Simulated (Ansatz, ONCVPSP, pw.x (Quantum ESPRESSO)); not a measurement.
## What a changed setting does to a pw.x run (fcc Al)

Potential: optimised norm-conserving Vanderbilt (ONCV), ONCVPSP 4.0.1.1 (patched build), PBEsol; core [Ne], reference 3s2 3p1; waves: 3s: rc 2.25 bohr, ncon 4, nbas 7, qcut 2.4 1/bohr, 1 projector; 3p: rc 2.35 bohr, ncon 5, nbas 8, qcut 4.1 1/bohr, 2 projectors, debl 1 Ha; d scattering state at 0.39 Ha: rc 2.35 bohr, ncon 4, nbas 9, qcut 4 1/bohr, 2 projectors, debl 3.4 Ha; local part: polynomial inside 1.70 bohr (lpopt 5, dvloc0 0 Ha); core correction: none.

The reference run (k-mesh 14³, cutoffs 55/220 Ry, Fermi–Dirac 0.01 Ry, mixing_beta 0.4, conv_thr 1e-9, no spin) gives -0.31 GPa at 16.207 Å³/atom, where all-electron LAPW gives -0.16 GPa. This run, with its own iteration cap, changes degauss to 0.005.

```
&control
  calculation='scf', prefix='x', pseudo_dir='./', outdir='./tmp', tstress=.true., disk_io='none'
/
&system
  ibrav=0, nat=1, ntyp=1, ecutwfc=55, ecutrho=220, nbnd=8,
  occupations='smearing', smearing='fd', degauss=0.005
/
&electrons
  conv_thr=1e-09, mixing_beta=0.4, electron_maxstep=60
/
ATOMIC_SPECIES
Al 1.0 Al.UPF
CELL_PARAMETERS angstrom
  0.00000000 2.00858807 2.00858807
  2.00858807 0.00000000 2.00858807
  2.00858807 2.00858807 0.00000000
ATOMIC_POSITIONS crystal
Al 0.0000 0.0000 0.0000
K_POINTS automatic
14 14 14 0 0 0
```

```bash
pw.x < Al.scf.in > Al.scf.out
```

Q: How does the run end?

A: It converges in 6 iterations; the free energy moves by +10.7 meV/atom and the pressure by -0.16 GPa. In a metal, with Fermi–Dirac smearing, F lies below its zero-width value by a term in the square of the width.

```
Message from routine setup:
     using ibrav=0 with symmetry is DISCOURAGED, use correct ibrav instead
     lattice parameter (alat)  =       5.3679  a.u.
     unit-cell volume          =     109.3703 (a.u.)^3
     number of electrons       =         3.00
     number of Kohn-Sham states=            8
     kinetic-energy cutoff     =      55.0000  Ry
     charge density cutoff     =     220.0000  Ry
     scf convergence threshold =      1.0E-09
     Exchange-correlation= PBESOL
     number of k points=   104  Fermi-Dirac smearing, width (Ry)=  0.0050
     iteration #  1     ecut=    55.00 Ry     beta= 0.40
     total energy              =      -4.16862290 Ry
     estimated scf accuracy    <       0.00616927 Ry
     iteration #  2     ecut=    55.00 Ry     beta= 0.40
     total energy              =      -4.16828904 Ry
     estimated scf accuracy    <       0.00204903 Ry
     iteration #  3     ecut=    55.00 Ry     beta= 0.40
     total energy              =      -4.16832082 Ry
     estimated scf accuracy    <       0.00000234 Ry
     iteration #  4     ecut=    55.00 Ry     beta= 0.40
     total energy              =      -4.16832166 Ry
     estimated scf accuracy    <       0.00000032 Ry
     iteration #  5     ecut=    55.00 Ry     beta= 0.40
     total energy              =      -4.16832169 Ry
     estimated scf accuracy    <       0.00000002 Ry
     iteration #  6     ecut=    55.00 Ry     beta= 0.40
     the Fermi energy is     8.0090 ev
!    total energy              =      -4.16832170 Ry
     estimated scf accuracy    <          7.0E-10 Ry
     smearing contrib. (-TS)   =      -0.00054382 Ry
     The total energy is F=E-TS. E is the sum of the following terms:
     one-electron contribution =       2.86989379 Ry
     hartree contribution      =       0.00668795 Ry
     xc contribution           =      -1.60874017 Ry
     ewald contribution        =      -5.43561945 Ry
     convergence has been achieved in   6 iterations
          total   stress  (Ry/bohr**3)                   (kbar)     P=       -4.72
     Message from routine punch:
     Nothing written, as per user request (disk_io='none')
```

The run took about 5.8 s on one core of a shared host (Neoverse-V1, 32 threads, 247 GiB, load 35).
